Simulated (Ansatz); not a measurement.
Li3H2. Charge 0, multiplicity 2. Geometry PBE-D4/def2-TZVP; atoms count from 1.

```xyz
5

Li   -0.1285   -0.6997   -1.2620
Li    0.4051    1.2814   -0.0611
Li   -0.2580   -0.5213    1.3248
H     1.1301   -0.3865    0.0807
H    -1.1487    0.3261   -0.0825
```

Another isomer (doublet) lies 0.62 eV lower at PBE0-D4/def2-TZVP; other spin states weren't run for this one.

Q: Estimate the Mulliken populations from the PBE0/def2-TZVP orbitals of Ansatz.

A: 
| atom | charge (e) | spin (α − β) |
| --- | --- | --- |
| Li1 | 0.24 | 0.39 |
| Li2 | 0.36 | 0.29 |
| Li3 | 0.23 | 0.40 |
| H4 | -0.41 | -0.04 |
| H5 | -0.41 | -0.04 |
Mulliken values and Mayer orders depend strongly on the basis.

Q: Where does the spin sit?

A: Summed by element: Li 1.09, H -0.09, of 1 unpaired in all. Largest on single atoms: Li3 0.40, Li1 0.39, Li2 0.29.

Q: And the Mayer bond orders between bonded heavy atoms (over 0.3)?

A: Li1–Li3 0.30 (2.60 Å).
